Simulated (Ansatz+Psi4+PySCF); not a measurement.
Values are calculated unless marked as measured or tabulated.
## PySCF 2.14.0 run

```python
from pyscf import gto, scf, mp

# the (T+d) and (D+d) sets load through basis_set_exchange
mol = gto.M(atom="""
H 0.005600 -0.002600 -0.001000
C -0.952300 0.445900 0.173000
P -2.341700 1.096600 0.425400
""", basis={'C': 'cc-pvtz', 'H': 'cc-pvtz', 'P': 'cc-pv(t+d)z'}, charge=0, spin=0)
mf = scf.RHF(mol)
mf.kernel()
pt = mp.MP2(mf, frozen=6).run()
print(mf.e_tot, pt.e_corr, pt.e_tot)
```

The script is written out from the run's settings.

Output:

| Property | Result |
| --- | --- |
| Converged | yes |
| Reference energy | -379.15197 hartree |
| Correlation energy | -0.30235 hartree |
| Total energy | -379.45432 hartree |
| Spin squared of the determinant | 0.000 |

Caution: unrestricted orbitals would lower the determinant.
